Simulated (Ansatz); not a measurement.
# AlSO+ (triplet): the correlation ladder, cc-pVDZ

How much of the correlation energy of AlSO+ (triplet) does each wave-function method recover here?

The runs use Ansatz 0.2.0, Gaussian basis; cc-pVDZ, core rule «outside noble gas», up to 11 orbitals frozen.

Plan: UHF; CCSD(T) on ROHF; CCSD(T) on UHF; BCCD(T) on ROHF; CISD as a restricted active space (open shells left free, so some higher excitations enter); CCSDT(Q) on ROHF; CCSDT(Q) on UHF.

25 further runs of the same task are left out: 12 for a known fault of the program, 4 that didn't finish, 9 set aside as unsound or not needed. Runs told in other sessions of the task aren't counted.

### 1 The system

The geometry is a PBE0/def2-TZVP stationary point (not a proven minimum) of the parent state, kept for this charge and spin.

3 atoms, charge 1, spin multiplicity 3.

Atoms are counted from 1 here; the program's logs count them from 0.

Bond lengths: Al1–O2 1.721 Å, O2–S3 1.597 Å. Angles: Al1–O2–S3 180.0°.

In the tables R marks a restricted open-shell determinant and U an unrestricted one; energies count from the table's Hartree-Fock row.

### 2 UHF

in.yaml reads:

```yaml
crystal:
  periodic: [false, false, false]
  atoms:
    - {symbol: Al, position_ang: [0.000000, 0.000000, 1.679600]}
    - {symbol: O, position_ang: [0.000000, 0.000000, -0.041100]}
    - {symbol: S, position_ang: [0.000000, 0.000000, -1.638500]}
basis:
  gaussian: {orbitals: cc-pVDZ}
total_charge: 1
magnetization: {spin_polarized: true, initial_magnetization: 2}
hamiltonian: {xc: hf}
output: {orbitals: {seedname: orbitals}}
```

Started as:

```bash
$ ansatz run in.yaml --threads 1 --pin off --events-out ev --progress --plain --max-ram 2393MiB
```

Standard output:

```text
Functional definition: HF
  name "HF"
  cite "Fock, Z. Phys. 61, 126 (1930) doi:10.1007/BF01340294"
  parent pbe
  exchange = exact_x
  correlation = 0
503 factors; integrals over basis functions are off by at most 1.2e-3 eV
mean field evaluation 1: about -19421.3237 eV, gradient 4.1e1 eV
mean field evaluation 2: about -19421.3354 eV, gradient 4.1e1 eV
mean field evaluation 4: about -19428.8184 eV, gradient 3.6e0 eV
mean field evaluation 8: about -19429.0068 eV, gradient 2.1e-1 eV
mean field evaluation 16: about -19428.7784 eV, gradient 1.8e0 eV
mean field evaluation 32: about -19429.8118 eV, gradient 2.6e-1 eV
mean field evaluation 64: about -19426.8395 eV, gradient 4.5e0 eV
mean field evaluation 96: about -19428.8194 eV, gradient 3.6e0 eV
mean field evaluation 128: about -19424.7211 eV, gradient 4.2e0 eV
mean field -19429.81476064 eV, -714.0325224520 hartree, gradient 6.1e-6 eV, S^2 2.024118; 2 other end points of the search recorded, 0 dependent functions left out
reference -19429.81476064 eV, -714.0325224520 hartree; 19, 17 occupied and 31, 33 virtual orbitals, 503 factors
Total energy: -19429.81476064 eV, -714.0325224520 hartree
```

It took 1.5 s on 1 thread of INTEL XEON PLATINUM 8581C at 2.10GHz, shared host.

From the report: ⟨S²⟩ of the determinant 2.024 (pure triplet: 2.00).

### 3 CCSD(T) on ROHF

in.yaml: that of step 2 with these lines changed.

```diff
@@ -9,4 +9,3 @@
 total_charge: 1
-magnetization: {spin_polarized: true, initial_magnetization: 2}
-hamiltonian: {xc: hf}
-output: {orbitals: {seedname: orbitals}}
+magnetization: {spin_polarized: false, initial_magnetization: 2}
+correlation: {method: ccsd_t, electrons: outside_noble_gas}
```

Launched as before.

Standard output, shortened:

```text
Functional definition: HF
  name "HF"
  cite "Fock, Z. Phys. 61, 126 (1930) doi:10.1007/BF01340294"
  parent pbe
[...]
503 factors; integrals over basis functions are off by at most 1.2e-3 eV
[...]
mean field -19429.60075486 eV, -714.0246578847 hartree, gradient 9.2e-7 eV, S^2 2.000000; 7 other end points of the search recorded, 0 dependent functions left out
[...]
determinant -19429.60075486 eV, -714.0246578847 hartree, with singles and doubles -19439.23560614 eV, -714.3787321385 hartree
determinant -19428.87148878 eV, -713.9978578506 hartree, with singles and doubles -19437.89793918 eV, -714.3295737843 hartree
determinant -19425.82581862 eV, -713.8859315366 hartree, with singles and doubles -19434.40429619 eV, -714.2011847727 hartree
11 core orbitals not correlated: weight in the atoms' cores, before any rotation towards them, 1.000 or more for the frozen orbitals, at most 0.000 for the correlated occupied ones
reference -19429.60075486 eV, -714.0246578847 hartree; 8, 6 occupied and 31, 33 virtual orbitals, 503 factors
second order -8.82238884 eV of doubles, -0.11654869 eV of singles
cycle   1  -9.63384055 eV  change    1.0e-3 eV  update   2.0e-3
[...]
cycle   7  -9.63550681 eV  change    9.2e-6 eV  update   6.2e-6
perturbative correction -0.31436822 eV, -0.0115528189 hartree
Total energy: -19439.55062989 eV, -714.3903090477 hartree
```

Run time: 4.8 s. Hardware: 1 thread of INTEL XEON PLATINUM 8581C at 2.10GHz, shared host.

From the report: correlation -9.9499 eV; T1 0.035; largest double amplitude 0.11.

### 4 CCSD(T) on UHF

in.yaml: that of step 3 with these lines changed.

```diff
@@ -9,3 +9,3 @@
 total_charge: 1
-magnetization: {spin_polarized: false, initial_magnetization: 2}
+magnetization: {spin_polarized: true, initial_magnetization: 2}
 correlation: {method: ccsd_t, electrons: outside_noble_gas}
```

The command is unchanged.

Standard output, shortened:

```text
Functional definition: HF
  name "HF"
  cite "Fock, Z. Phys. 61, 126 (1930) doi:10.1007/BF01340294"
  parent pbe
[...]
503 factors; integrals over basis functions are off by at most 1.2e-3 eV
[...]
mean field -19429.81476064 eV, -714.0325224520 hartree, gradient 2.2e-6 eV, S^2 2.024118; 10 other end points of the search recorded, 0 dependent functions left out
determinant -19429.81476064 eV, -714.0325224520 hartree, with singles and doubles -19439.24084523 eV, -714.3789246716 hartree
determinant -19429.00789752 eV, -714.0028707793 hartree, with singles and doubles -19437.90033256 eV, -714.3296617397 hartree
determinant -19426.81283141 eV, -713.9222035878 hartree, with singles and doubles -19435.35950037 eV, -714.2362878789 hartree
determinant -19426.07091475 eV, -713.8949386531 hartree, with singles and doubles -19434.40853275 eV, -714.2013404635 hartree
11 core orbitals not correlated: weight in the atoms' cores, before any rotation towards them, 1.000 or more for the frozen orbitals, at most 0.000 for the correlated occupied ones
reference -19429.81476064 eV, -714.0325224520 hartree; 8, 6 occupied and 31, 33 virtual orbitals, 503 factors
second order -8.68373649 eV of doubles, -0.00000000 eV of singles
cycle   1  -9.42521652 eV  change    8.7e-4 eV  update   1.9e-3
[...]
cycle   7  -9.42650799 eV  change    6.8e-6 eV  update   5.5e-6
perturbative correction -0.30797508 eV, -0.0113178756 hartree
Total energy: -19439.54924371 eV, -714.3902581067 hartree
```

Wall time 7 s (1 thread of INTEL XEON PLATINUM 8581C at 2.10GHz, shared host).

From the report: ⟨S²⟩ of the determinant 2.024 (pure triplet: 2.00); correlation -9.7345 eV; T1 0.030; largest double amplitude 0.11.

### 5 BCCD(T) on ROHF

in.yaml: that of step 4 with these lines changed.

```diff
@@ -9,3 +9,3 @@
 total_charge: 1
-magnetization: {spin_polarized: true, initial_magnetization: 2}
-correlation: {method: ccsd_t, electrons: outside_noble_gas}
+magnetization: {spin_polarized: false, initial_magnetization: 2}
+correlation: {method: bccd_t, electrons: outside_noble_gas}
```

The command is unchanged.

Standard output, shortened:

```text
Functional definition: HF
  name "HF"
  cite "Fock, Z. Phys. 61, 126 (1930) doi:10.1007/BF01340294"
  parent pbe
[...]
503 factors; integrals over basis functions are off by at most 1.2e-3 eV
[...]
mean field -19429.60075486 eV, -714.0246578847 hartree, gradient 9.2e-7 eV, S^2 2.000000; 7 other end points of the search recorded, 0 dependent functions left out
[...]
determinant -19429.60075486 eV, -714.0246578847 hartree, with singles and doubles -19439.23560614 eV, -714.3787321385 hartree
determinant -19428.87148878 eV, -713.9978578506 hartree, with singles and doubles -19437.89793918 eV, -714.3295737843 hartree
determinant -19425.82581862 eV, -713.8859315366 hartree, with singles and doubles -19434.40429619 eV, -714.2011847727 hartree
11 core orbitals not correlated: weight in the atoms' cores, before any rotation towards them, 1.000 or more for the frozen orbitals, at most 0.000 for the correlated occupied ones
reference -19429.60075486 eV, -714.0246578847 hartree; 8, 6 occupied and 31, 33 virtual orbitals, 503 factors
second order -8.82238884 eV of doubles, -0.11654869 eV of singles
cycle   1  -9.57827537 eV  change    5.7e-2 eV  update   2.6e-2
[...]
cycle  10  -9.59287850 eV  change    4.6e-6 eV  update   5.7e-6
perturbative correction -0.35999604 eV, -0.0132296106 hartree
Total energy: -19439.55362940 eV, -714.3904192778 hartree
```

Run time: 5.5 s. Hardware: 1 thread of INTEL XEON PLATINUM 8581C at 2.10GHz, shared host.

From the report: correlation -9.9529 eV; largest double amplitude 0.11.

### 6 CISD as a restricted active space (open shells left free, so some higher excitations enter)

in.yaml: that of step 5 with these lines changed.

```diff
@@ -10,2 +10,2 @@
 magnetization: {spin_polarized: false, initial_magnetization: 2}
-correlation: {method: bccd_t, electrons: outside_noble_gas}
+correlation: {active_space: {ras: {orbitals: [6, 2, 31], electrons: 14, max_holes: 2, max_particles: 2}, fixed_orbitals: true}}
```

Same command.

Standard output:

```text
Functional definition: HF
  name "HF"
  cite "Fock, Z. Phys. 61, 126 (1930) doi:10.1007/BF01340294"
  parent pbe
  exchange = exact_x
  correlation = 0
503 factors; integrals over basis functions are off by at most 1.2e-3 eV
mean field evaluation 1: about -19421.3962 eV, gradient 5.5e1 eV
mean field evaluation 2: about -19421.4063 eV, gradient 5.5e1 eV
mean field evaluation 4: about -19428.1676 eV, gradient 1.2e1 eV
mean field evaluation 8: about -19428.8484 eV, gradient 2.1e0 eV
mean field evaluation 16: about -19428.8715 eV, gradient 8.7e-6 eV
mean field evaluation 32: about -19429.6008 eV, gradient 7.4e-4 eV
mean field evaluation 64: about -19423.0142 eV, gradient 3.3e1 eV
mean field evaluation 96: about -19426.9391 eV, gradient 1.0e1 eV
mean field -19429.60075486 eV, -714.0246578847 hartree, gradient 9.2e-7 eV, S^2 2.000000; 7 other end points of the search recorded, 0 dependent functions left out
reference -19429.60075486 eV, -714.0246578847 hartree; 19, 17 occupied and 31, 33 virtual orbitals, 503 factors
state -19438.22348039 eV, -714.3415372034 hartree
Total energy: -19438.22348039 eV, -714.3415372034 hartree
```

Wall time 9 s (1 thread of INTEL XEON PLATINUM 8581C at 2.10GHz, shared host).

From the report: 76,354 determinants.

### 7 CCSDT(Q) on ROHF

in.yaml: that of step 6 with these lines changed.

```diff
@@ -10,2 +10,2 @@
 magnetization: {spin_polarized: false, initial_magnetization: 2}
-correlation: {active_space: {ras: {orbitals: [6, 2, 31], electrons: 14, max_holes: 2, max_particles: 2}, fixed_orbitals: true}}
+correlation: {method: ccsdt_q, electrons: outside_noble_gas}
```

Same command.

Standard output, shortened:

```text
Functional definition: HF
  name "HF"
  cite "Fock, Z. Phys. 61, 126 (1930) doi:10.1007/BF01340294"
  parent pbe
[...]
912 factors; integrals over basis functions are off by at most 1.4e-7 eV
[...]
mean field -19429.60092541 eV, -714.0246641525 hartree, gradient 9.3e-7 eV, S^2 2.000000; 7 other end points of the search recorded, 0 dependent functions left out
[...]
determinant -19429.60092541 eV, -714.0246641525 hartree, with singles and doubles -19439.23578802 eV, -714.3787388224 hartree
determinant -19428.87165201 eV, -713.9978638493 hartree, with singles and doubles -19437.89812612 eV, -714.3295806545 hartree
determinant -19425.82597888 eV, -713.8859374259 hartree, with singles and doubles -19434.40449709 eV, -714.2011921555 hartree
11 core orbitals not correlated: weight in the atoms' cores, before any rotation towards them, 1.000 or more for the frozen orbitals, at most 0.000 for the correlated occupied ones
reference -19429.60092541 eV, -714.0246641525 hartree; 8, 6 occupied and 31, 33 virtual orbitals, 912 factors
second order -8.82241219 eV of doubles, -0.11655065 eV of singles
cycle   1  -9.07386413 eV  change   -1.3e-1 eV  update   1.4e-1
[...]
cycle  18  -9.97313895 eV  change   -7.9e-7 eV  update   1.1e-6
perturbative correction -0.02990422 eV, -0.0010989600 hartree
Total energy: -19439.60396859 eV, -714.3922692087 hartree
```

Run time: 42 s. Hardware: 1 thread of INTEL XEON PLATINUM 8581C at 2.10GHz, shared host; peak memory 0.67 GiB.

From the report: correlation -10.0030 eV; T1 0.035; largest double amplitude 0.12.

### 8 CCSDT(Q) on UHF

in.yaml: that of step 7 with these lines changed.

```diff
@@ -9,3 +9,3 @@
 total_charge: 1
-magnetization: {spin_polarized: false, initial_magnetization: 2}
+magnetization: {spin_polarized: true, initial_magnetization: 2}
 correlation: {method: ccsdt_q, electrons: outside_noble_gas}
```

The command is unchanged.

Standard output, shortened:

```text
Functional definition: HF
  name "HF"
  cite "Fock, Z. Phys. 61, 126 (1930) doi:10.1007/BF01340294"
  parent pbe
[...]
912 factors; integrals over basis functions are off by at most 1.4e-7 eV
[...]
mean field -19429.81493489 eV, -714.0325288557 hartree, gradient 2.2e-6 eV, S^2 2.024119; 10 other end points of the search recorded, 0 dependent functions left out
determinant -19429.81493489 eV, -714.0325288557 hartree, with singles and doubles -19439.24102698 eV, -714.3789313508 hartree
determinant -19429.00806279 eV, -714.0028768529 hartree, with singles and doubles -19437.90051945 eV, -714.3296686076 hartree
determinant -19426.81302539 eV, -713.9222107162 hartree, with singles and doubles -19435.35968900 eV, -714.2362948107 hartree
determinant -19426.07107742 eV, -713.8949446314 hartree, with singles and doubles -19434.40873307 eV, -714.2013478250 hartree
11 core orbitals not correlated: weight in the atoms' cores, before any rotation towards them, 1.000 or more for the frozen orbitals, at most 0.000 for the correlated occupied ones
reference -19429.81493489 eV, -714.0325288557 hartree; 8, 6 occupied and 31, 33 virtual orbitals, 912 factors
second order -8.68375695 eV of doubles, -0.00000000 eV of singles
cycle   1  -8.86717640 eV  change   -1.8e-1 eV  update   1.3e-1
[...]
cycle  18  -9.75948522 eV  change    6.9e-7 eV  update   1.0e-6
perturbative correction -0.03816452 eV, -0.0014025204 hartree
Total energy: -19439.61258463 eV, -714.3925858427 hartree
```

Wall time 52 s (1 thread of INTEL XEON PLATINUM 8581C at 2.10GHz, shared host); peak memory 0.52 GiB.

From the report: ⟨S²⟩ of the determinant 2.024 (pure triplet: 2.00); correlation -9.7976 eV; T1 0.030; largest double amplitude 0.12.

### 9 Misses and costs

The yardstick is UCCSDT(Q), where the cluster series has nearly closed. Rows without a time are mean-field rows or come out of runs for another level: lower rungs of the coupled-cluster runs, or the Hartree-Fock search.

Differences are taken before rounding.

| method | energy from the lowest ROHF (meV) | from UCCSDT(Q) (meV) | time |
| --- | --- | --- | --- |
| ROHF | 0.0 | +10011.8 |  |
| UHF | -214.0 | +9797.8 |  |
| RMP2 | -8938.9 | +1072.9 |  |
| UMP2 | -8897.7 | +1114.1 |  |
| CISD | -8622.7 | +1389.1 | 9 s |
| RCCSD | -9635.5 | +376.3 |  |
| UCCSD | -9640.5 | +371.3 |  |
| RCCSD(T) | -9949.9 | +62.0 | 4.8 s |
| UCCSD(T) | -9948.5 | +63.3 | 7 s |
| BCCD(T) | -9952.9 | +59.0 | 5.5 s |
| RCCSDT | -9973.3 | +38.5 |  |
| UCCSDT | -9973.7 | +38.2 |  |
| RCCSDT(Q) | -10003.2 | +8.6 | 42 s |
| UCCSDT(Q) | -10011.8 | 0 | 52 s |

Among the levels timed on like hardware and quicker than the yardstick, those that no quicker one beats, quickest first: RCCSD(T) (4.8 s, +62.0 meV); BCCD(T) (5.5 s, +59.0 meV); RCCSDT(Q) (42 s, +8.6 meV).

### 10 Summary of results

```
                         quantity                      value
    UCCSDT(Q) from the ROHF energy                -10.0118 eV
              RMP2 from UCCSDT(Q)                +1072.9 meV
              UMP2 from UCCSDT(Q)                +1114.1 meV
             RCCSD from UCCSDT(Q)                 +376.3 meV
          RCCSD(T) from UCCSDT(Q)                  +62.0 meV
          UCCSD(T) from UCCSDT(Q)                  +63.3 meV
         RCCSDT(Q) from UCCSDT(Q)                   +8.6 meV
levels within 1 kcal/mol (43 meV)  RCCSDT, UCCSDT, RCCSDT(Q)
                    T1 diagnostic                      0.035
```

RCCSD(T) misses by +62.0 meV, 0.6 % of the correlation energy. These misses are within one basis, not against nature; the frozen cores of restricted and unrestricted runs differ, which can shift their rows.

With open shells the CI space here admits some higher excitations, so it is larger than plain CISD.

For cost: RCCSDT(Q) gets within 8.6 meV in 42 s, where UCCSDT(Q) took 52 s; the quickest level in the cost chart, RCCSD(T), takes 4.8 s and misses by 62.0 meV.
